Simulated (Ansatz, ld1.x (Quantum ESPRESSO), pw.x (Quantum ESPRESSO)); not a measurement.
**Equation-of-state test of one TM potential (Mg)**

| Item | Value |
| --- | --- |
| Element | magnesium (Mg) |
| Generator | ld1.x (Quantum ESPRESSO) 7.5 |
| Type | norm-conserving Troullier–Martins (Kleinman–Bylander form) |
| Functional | PBEsol |
| Relativity | scalar-relativistic |
| Frozen core | [Ne] |
| Valence charge | 2 |
| Reference configuration | 3s2 3p0 |
| Partial waves | 3s (bound): rc 2.60 bohr; 3p (bound, empty): rc 3.70 bohr; 3d channel at -0.05 Ry: rc 3.85 bohr |
| Local potential | the d channel |
| Core correction | none |

Atomic tests: cutoffs needed: 6 Ry and 15 Ry (the cutoffs (Ry, on a coarse ladder) from which the occupation-weighted sum of valence levels, in a spherical-Bessel basis at the reference potential, stays within 10 and 1 mRy of its value at 400 Ry); ghost test: no extra level below or beside the all-electron valence levels (s, p, d, f tested) (spherical-Bessel basis up to 400 Ry, 20 bohr box); largest excitation error: +64 meV (all-electron minus pseudo) for 3s0 3p1, out of 5 test configurations.

Crystal test: fcc Mg in pw.x 7.5, no spin, 13³ k-points, Fermi–Dirac smearing 0.01 Ry, cutoffs 35/140 Ry. The reference is all-electron LAPW (Ansatz 0.2.0) with the same functional, mesh and smearing; V0 and B0 come from Birch–Murnaghan fits to the pressures at five volumes. Errors are pseudo minus all-electron; Δ is the rms difference of the E(V) curves that follow from these fits, minima aligned, over ±6 % about the mean V0. Mesh and smearing are coarse, so the numbers serve the comparison and aren't converged zero-temperature values; the lattice is a test structure that the element need not adopt.

```tsv
V (Å³/atom)	P all-electron (GPa)	P pseudo (GPa)
21.593	2.02	2.11
22.161	0.93	1.05
22.729	-0.03	0.11
23.297	-0.89	-0.73
23.865	-1.64	-1.47
```

All-electron: a0 = 4.495 Å (V0 = 22.71 Å³/atom), B0 = 36.4 GPa.

Pseudopotential: mean pressure error (GPa): +0.13; a0 (Å): 4.501; a0 error (%): +0.13; B0 error (%): -3.8; Δ (meV/atom): 0.7. The largest radius (3.85 bohr) exceeds half the bond length (3.00 bohr), so the spheres overlap, which is one possible source of error among others.

Problem. At the middle volume, how do free energy and pressure move when the wave cutoff is lowered (ecutrho kept at four times it)?

Solution.

```
cutoff (Ry)  shift of F (meV/atom)  shift of P (GPa)
         16                   +4.4             -0.11
         21                   +0.6             -0.01
         28                   +0.3             +0.00
```

Input at the middle volume:

```
&control
  calculation='scf', prefix='x', pseudo_dir='./', outdir='./tmp', tstress=.true., disk_io='none'
/
&system
  ibrav=0, nat=1, ntyp=1, ecutwfc=35, ecutrho=140, nbnd=8,
  occupations='smearing', smearing='fd', degauss=0.01
/
&electrons
  conv_thr=1e-09, mixing_beta=0.4, electron_maxstep=70
/
ATOMIC_SPECIES
Mg 1.0 Mg.UPF
CELL_PARAMETERS angstrom
  0.00000000 2.24827852 2.24827852
  2.24827852 0.00000000 2.24827852
  2.24827852 2.24827852 0.00000000
ATOMIC_POSITIONS crystal
Mg 0.0000 0.0000 0.0000
K_POINTS automatic
13 13 13 0 0 0
```

```bash
pw.x < Mg.scf.in > Mg.scf.out
```

Lines of the output:

```
Message from routine setup:
     using ibrav=0 with symmetry is DISCOURAGED, use correct ibrav instead
     lattice parameter (alat)  =       6.0085  a.u.
     unit-cell volume          =     153.3829 (a.u.)^3
     number of electrons       =         2.00
     number of Kohn-Sham states=            8
     kinetic-energy cutoff     =      35.0000  Ry
     charge density cutoff     =     140.0000  Ry
     scf convergence threshold =      1.0E-09
     Exchange-correlation= PBESOL
     number of k points=    84  Fermi-Dirac smearing, width (Ry)=  0.0100
     iteration #  1     ecut=    35.00 Ry     beta= 0.40
     total energy              =      -1.77348554 Ry
     estimated scf accuracy    <       0.00346810 Ry
     iteration #  2     ecut=    35.00 Ry     beta= 0.40
     total energy              =      -1.77363782 Ry
     estimated scf accuracy    <       0.00122656 Ry
     iteration #  3     ecut=    35.00 Ry     beta= 0.40
     total energy              =      -1.77366581 Ry
     estimated scf accuracy    <       0.00000150 Ry
     iteration #  4     ecut=    35.00 Ry     beta= 0.40
     total energy              =      -1.77366678 Ry
     estimated scf accuracy    <       0.00000052 Ry
     iteration #  5     ecut=    35.00 Ry     beta= 0.40
     total energy              =      -1.77366684 Ry
     estimated scf accuracy    <          6.6E-09 Ry
     iteration #  6     ecut=    35.00 Ry     beta= 0.40
     the Fermi energy is     3.6312 ev
!    total energy              =      -1.77366684 Ry
     estimated scf accuracy    <          3.0E-10 Ry
     smearing contrib. (-TS)   =      -0.00200240 Ry
     The total energy is F=E-TS. E is the sum of the following terms:
     one-electron contribution =       1.24052087 Ry
     hartree contribution      =       0.00413848 Ry
     xc contribution           =      -0.85804620 Ry
     ewald contribution        =      -2.15827760 Ry
     convergence has been achieved in   6 iterations
          total   stress  (Ry/bohr**3)                   (kbar)     P=        1.06
     Message from routine punch:
     Nothing written, as per user request (disk_io='none')
```

The run at the middle volume (84 k-points, 6 iterations) took about 3 s on one core of a shared host (Neoverse-V2, 96 threads, 742 GiB, load 43).
